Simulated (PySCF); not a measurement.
Gas-phase reaction: BCl2NH2 + HCl → BCl3.NH3, at 1800 K and a standard pressure of 1 bar. Level: B3LYP/def2-TZVP†.

Method: PySCF energies plus ideal-gas RRHO corrections (1 bar). † marks an energy on the PBE0/def2-TZVP geometry and frequencies. All species are closed-shell singlets. B3LYP is the form with VWN-RPA correlation. Adducts (BCl3.NH3) have no counterpoise correction, and HF, PBE, BLYP, B3LYP and PBE0 lack dispersion. BCl2NH2, BCl3.NH3: computed as isolated molecules; such fragments, hydroxides, amides, oligomers or adducts are transient or little studied in the gas. The harmonic model lacks anharmonicity and excited electronic states, which grow with temperature; levels with a mode under 35 cm⁻¹ are left out. Internal rotation in BCl2NH2, BCl3.NH3 is treated as a harmonic vibration of one conformer, which makes the entropy rough.

```csv
species,E (Ha),H(1800 K) − E (kJ/mol),S°(1800 K) (J/mol/K)
BCl2NH2,-1001.43658,264.5,473.5
HCl,-460.83511,73.9,241.9
BCl3.NH3,-1462.28496,364.6,573.4
```
E: electronic energy; H − E holds the zero-point and thermal terms. 1 Ha = 2625.5 kJ/mol.

Q: Work out ΔH°, ΔS°, ΔG° and log10 K from these numbers.

A: 1. ΔE = 1×(-1462.28496) − 1×(-1001.43658) − 1×(-460.83511) = -0.01327 Ha = -34.8 kJ.
2. Δ(H − E) = 1×(364.6) − 1×(264.5) − 1×(73.9) = 26.2 kJ, so ΔH° = -8.6 kJ.
3. ΔS° = 1×(573.4) − 1×(473.5) − 1×(241.9) = -142.0 J/K; the number of gas molecules changes by -1.
4. ΔG° = ΔH° − TΔS° = -8.6 − 1800×(-142.0)/1000 = 247.0 kJ.
5. log10 K = −ΔG°/(RT ln 10) = -7.17, with RT ln 10 = 34.46 kJ/mol; at standard pressures the reactants are favoured.
6. A shift of 10 kJ in ΔE would move log10 K by 0.29 here.
For scale, ΔH°(298 K) is -18 kJ at this level, -48 kJ at ωB97M-V/def2-TZVP†, and runs from -76 to -7 kJ over the 20 levels computed.
